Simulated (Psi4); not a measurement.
Run times for SiH3 (silyl radical)

The species is SiH3 (4 atoms), meant as a doublet with charge 0. As SMILES, `[SiH3]`. The coordinates come from a PBE0-D4/def2-TZVP relaxation.

```xyz
4

Si    0.2938   -0.0269   -0.1640
H     0.5592    0.6653    1.1239
H    -0.2240   -1.4017    0.0601
H    -0.6289    0.7632   -1.0200
```

Program: Psi4 1.11. Hardware: 1 thread of Intel Xeon at 2.50GHz (Skylake/Cascade Lake), shared host, so times are rough. Two-electron integrals are exact unless an approximation is named.

Task: Estimate their order by wall time, quickest first.
A. gradient at UTPSS/cc-pVTZ, grid 99 radial × 590 angular
B. energy at UHF/cc-pVTZ
C. gradient at USVWN5/cc-pVTZ, grid 99 radial × 590 angular

Result: B (8.1 s), C (25 s), A (71 s).
